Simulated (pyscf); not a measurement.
Thermochemistry of product channels of HO–SiH(OH)–OH (SMILES O[SiH](O)O) + H• (SMILES [H]) on the doublet surface, in kcal/mol, from ωB97M-D3(BJ)/def2-TZVP energies (ideal gas, 1 atm, RRHO with modes under 100 cm⁻¹ raised to 100, one conformer, R ln 2 for chiral ones without a mode under 150 cm⁻¹). Optimised with ωB97X-D3(BJ)/def2-SVP in PySCF.

```
products                                                     ΔE  ΔH(298 K)  ΔG(600 K)  ΔG(900 K)
--------------------------------------------------------  -----  ---------  ---------  ---------
•O–SiH(OH)–OH (SMILES [O][SiH](O)O) + H₂ (SMILES [H][H])  +17.1      +16.2      +14.7          …
HO–Si•(OH)–OH (SMILES O[Si](O)O) + H₂ (SMILES [H][H])      -5.0       -4.3       -6.0          …
```

Q: Fill in the missing entries.

A: 
- •O–SiH(OH)–OH (SMILES [O][SiH](O)O) + H₂ (SMILES [H][H]), ΔG(900 K): +14.2
- HO–Si•(OH)–OH (SMILES O[Si](O)O) + H₂ (SMILES [H][H]), ΔG(900 K): -6.7

These are energies of the channels, which say nothing of barriers.
